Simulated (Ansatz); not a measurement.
# Si₂H₅ radical (built from SMILES [SiH2][SiH3]): a short trajectory

The task is to watch the atoms for 80 steps of 0.5 fs, started with velocities for 500 K and run with a Langevin thermostat, and see to which side of the barrier the system falls.

Computed with Ansatz 0.2.0, Gaussian basis. Level: PBE0-D4/def2-SVP, unrestricted.

## 1. The system as given

The start, a first-order saddle point found at PBE0-D4 in triple zeta: 7 atoms, charge 0, spin multiplicity 2.

Atoms are counted from 1 here; the program's logs count them from 0.

Bond lengths: H1–Si2 1.698 Å, H1–Si3 1.695 Å, Si2–Si3 2.326 Å, Si2–H4 1.492 Å, Si2–H5 1.491 Å, Si3–H6 1.491 Å, Si3–H7 1.491 Å. Angles: Si2–H1–Si3 86.6°, H1–Si2–Si3 46.7°, H1–Si2–H4 88.8°, H1–Si2–H5 88.8°, Si3–Si2–H4 113.9°, Si3–Si2–H5 113.8°, H4–Si2–H5 109.6°, H1–Si3–Si2 46.8°, H1–Si3–H6 88.9°, H1–Si3–H7 89.0°, Si2–Si3–H6 114.1°, Si2–Si3–H7 114.0°, H6–Si3–H7 109.7°.

Coordinates:

```
H     0.17998    0.26314    0.63423
Si    0.69781   -1.00408   -0.37008
Si   -0.96249    0.61356   -0.56754
H     2.07983   -0.44676   -0.30595
H     0.48549   -1.94899    0.76380
H    -2.03637    0.51192    0.46244
H    -0.44406    2.01111   -0.61690
```

## 2. The run

The input, md/in.yaml:

```yaml
crystal:
  periodic: [false, false, false]
  atoms:
    - {symbol: H, position_ang: [0.179982, 0.263140, 0.634231]}
    - {symbol: Si, position_ang: [0.697812, -1.004076, -0.370079]}
    - {symbol: Si, position_ang: [-0.962493, 0.613564, -0.567541]}
    - {symbol: H, position_ang: [2.079829, -0.446757, -0.305951]}
    - {symbol: H, position_ang: [0.485493, -1.948991, 0.763803]}
    - {symbol: H, position_ang: [-2.036367, 0.511915, 0.462436]}
    - {symbol: H, position_ang: [-0.444056, 2.011105, -0.616898]}
basis:
  gaussian: {orbitals: def2-SVP}
magnetization: {spin_polarized: true, initial_magnetization: 1}
hamiltonian: {xc: pbe0, dispersion: d4}
md: {n_steps: 80, timestep: 0.5, temperature: 500, ensemble: nvt_langevin, seed: 494, friction: 0.002, initial_velocities: maxwell_boltzmann}
```

Command:

```bash
$ ansatz run in.yaml --threads 2 --pin off --events-out ev --progress --plain --max-ram 4352MiB
```

**Question.** What will these runs give? Wanted: temperature at the start; mean temperature, second half; lowest and highest potential energy, from the first frame; largest change of potential + kinetic; bonds lost by distance.

As calculated:

| quantity | value |
| --- | --- |
| length | 80 steps, 40.0 fs |
| temperature at the start | 429 K |
| mean temperature, second half | 707 K |
| lowest and highest potential energy, from the first frame | -822 and 92 meV |
| largest change of potential + kinetic | 88.2 meV |
| bonds lost by distance | H1–Si2 |

**Reading.** By the last frame it has moved towards the side where H1–Si3 form. The system runs downhill by 0.82 eV, and that energy turns into motion. The thermostat trades energy with the molecule, so the sum of potential and kinetic energy isn't conserved: it changes by +42 meV over the run. The mean temperature of the second half is still well above the 500 K set. The temperature runs between 317 and 1384 K. Under Langevin the temperature counts 3N degrees of freedom, more than the drawn velocities fill, so it starts at 429 K, not 500 K.
